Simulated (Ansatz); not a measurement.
System: 2H MoS₂. Method: r²SCAN-D4 (plane waves, PAW; Ansatz, an electronic-structure program).

Run with plane-wave cutoff 500 eV, 18×18×4 k mesh (along the axes of the cell as run), gaussian smearing 0.02 eV, no spin polarisation, scalar-relativistic PAW data made under PBE.

Cell (relaxed at this level):

```xyz
6
Lattice="3.1743 0.0000 0.0000 -1.5871 2.7490 0.0000 0.0000 0.0000 12.4745" Properties=species:S:1:pos:R:3 pbc="T T T"
Mo     1.5871     0.9163     3.1186
Mo     0.0000     1.8327     9.3559
S      1.5871     0.9163     7.8027
S      0.0000     1.8327     4.6718
S      0.0000     1.8327     1.5654
S      1.5871     0.9163    10.9091
```

Task: Predict the band gap.

Result: 
- band gap: 1.06 eV (on the SCF k mesh)

Measured, for comparison: band gap 1.23 eV (room temperature, not corrected to a static lattice, bulk 2H, our sources range from 1.23 to 1.29; as tabulated in Bastos et al. (2019), arXiv:1903.08112).

Spin–orbit coupling is not included.

Static lattice: no zero-point or thermal effects.

The result took roughly 3 core-minutes.
